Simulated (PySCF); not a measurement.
Working with the constants of LiN

UHF constants of LiN, ³Σ⁻ (triplet), unpaired electrons π ↑↑ (basis Li cc-pVTZ, N cc-pVTZ; no relativity; PySCF 2.14; masses 7.0160 and 14.0031 u):

- ωe: 698.7 cm⁻¹
- ωexe: 11.1 cm⁻¹
- Be: 1.0491 cm⁻¹
- αe: 0.0177 cm⁻¹
- D (centrifugal): 9.46e-06 cm⁻¹
- De to Li + N: 0.030 eV

Task: Give the vibrational terms G(v) and spacings up to v = 3.

Result: G(v) = ωe(v+½) − ωexe(v+½)².

```csv
v,G(v) (cm⁻¹),G(v) − G(v−1),Bv (cm⁻¹)
0,347,,1.040
1,1023,677,1.023
2,1677,654,1.005
3,2309,632,0.987
```

Hartree–Fock leaves out correlation, which carries a large part of most bond energies and some tenths to 1 eV of ionisation energies. The state was picked by a PBE0 search and need not be the measured ground state.
